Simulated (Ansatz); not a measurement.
**SiH₄F (doublet): from Hartree-Fock to the top rungs at distance Si1–H5 along a hydrogen transfer = 1.485 Å, cc-pVDZ**

Aim: climb from Hartree-Fock through coupled cluster and multireference methods for SiH₄F (doublet) at one geometry and basis, and see what each rung misses.

The runs use Ansatz 0.2.0, Gaussian basis; cc-pVDZ, core rule «outside noble gas», up to 6 orbitals frozen.

The runs, in order: UHF; CCSD(T) on ROHF; CCSD(T) on UHF; BCCD(T) on ROHF; CISD; CCSDT(Q) on ROHF; CCSDT(Q) on UHF; CASSCF and MRCISD+Q, 3 electrons in 3 orbitals; CASSCF and NEVPT2, 3 electrons in 3 orbitals; CASSCF and MRCISD+Q, 15 electrons in 12 orbitals; CASSCF and NEVPT2, 15 electrons in 12 orbitals.

## (1) The geometry

The geometry derives from fragments relaxed apart (PBE0/def2-TZVP) and kept rigid, so it is no stationary point. A hydrogen atom is moved between rigid fragments.

6 atoms, charge 0, spin multiplicity 2.

Atoms are counted from 1 here; the program's logs count them from 0.

Bond lengths: Si1–H2 1.485 Å, Si1–H3 1.485 Å, Si1–H4 1.485 Å, Si1–H5 1.485 Å. Angles: H2–Si1–H3 109.5°, H2–Si1–H4 109.5°, H2–Si1–H5 109.5°, H3–Si1–H4 109.5°, H3–Si1–H5 109.5°, H4–Si1–H5 109.5°.

## (2) UHF

in.yaml reads:

```yaml
crystal:
  periodic: [false, false, false]
  atoms:
    - {symbol: Si, position_ang: [-1.010212, 0.000000, 0.000000]}
    - {symbol: H, position_ang: [-1.505084, 1.399708, 0.000000]}
    - {symbol: H, position_ang: [-1.505083, -0.699854, 1.212183]}
    - {symbol: H, position_ang: [-1.505084, -0.699854, -1.212183]}
    - {symbol: H, position_ang: [0.474403, 0.000000, 0.000000]}
    - {symbol: F, position_ang: [1.707788, 0.000000, 0.000000]}
basis:
  gaussian: {orbitals: cc-pVDZ}
magnetization: {spin_polarized: true, initial_magnetization: 1}
hamiltonian: {xc: hf}
output: {orbitals: {seedname: orbitals}}
```

Started as:

```
> ansatz run in.yaml --threads 1 --pin off --events-out ev --progress --plain --max-ram 2816MiB --backend cpu
```

Further steps of the session: CCSD(T) on ROHF; CCSD(T) on UHF; BCCD(T) on ROHF; CISD; CCSDT(Q) on ROHF; CCSDT(Q) on UHF; CASSCF and MRCISD+Q, 3 electrons in 3 orbitals; CASSCF and NEVPT2, 3 electrons in 3 orbitals; CASSCF and MRCISD+Q, 15 electrons in 12 orbitals; CASSCF and NEVPT2, 15 electrons in 12 orbitals.

**Question.** What will the summary of the whole plan be? Wanted: UCCSDT(Q) below the RHF energy; RMP2 from UCCSDT(Q); UMP2 from UCCSDT(Q); RCCSD from UCCSDT(Q); RCCSD(T) from UCCSDT(Q); UCCSD(T) from UCCSDT(Q); RCCSDT(Q) from UCCSDT(Q); NEVPT2 pair from UCCSDT(Q); MRCISD+Q pair from UCCSDT(Q).

**Answer**, as computed:

```
                         quantity                                                   value
   UCCSDT(Q) below the RHF energy                                              -9.5197 eV
              RMP2 from UCCSDT(Q)                                         +27.58 kcal/mol
              UMP2 from UCCSDT(Q)                                         +29.56 kcal/mol
             RCCSD from UCCSDT(Q)                                          +4.52 kcal/mol
          RCCSD(T) from UCCSDT(Q)                                          +0.95 kcal/mol
          UCCSD(T) from UCCSDT(Q)                                          +0.94 kcal/mol
         RCCSDT(Q) from UCCSDT(Q)                                           0.00 kcal/mol
       NEVPT2 pair from UCCSDT(Q)                                         +26.28 kcal/mol
     MRCISD+Q pair from UCCSDT(Q)                                          +3.31 kcal/mol
    NEVPT2 valence from UCCSDT(Q)                                         +33.58 kcal/mol
levels within 1 kcal/mol (43 meV)  RCCSD(T), UCCSD(T), BCCD(T), RCCSDT, UCCSDT, RCCSDT(Q)
                    T1 diagnostic                                                   0.030
   effectively unpaired electrons                                                    1.02
```

What this shows: RCCSD(T) lands +0.95 kcal/mol from the yardstick (0.4 % of the correlation energy). One determinant dominates. Of the multireference levels listed MRCISD+Q valence comes nearest in total energy (+2.44 kcal/mol), which doesn't show that its space is the better one. These misses are within one basis, not against nature; the frozen cores of restricted and unrestricted runs differ, which can shift their rows.
